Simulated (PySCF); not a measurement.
**HS, SMILES `[SH]` (charge 0, multiplicity 2)**

Calculation: PySCF with TPSSh-D3(BJ)/def2-TZVP // TPSS-D3(BJ)/def2-SVP.

```
Property                                              Result
-----------------------------  -----------------------------
highest occupied spin orbital                       -6.75 eV
dipole moment                                         0.88 D
total energy                                    -398.7716 Ha
cost                           around 8 core-seconds (rough)
```

Bonded distances (Å): S1–H2 1.361.
Charge 0, spin multiplicity 2.
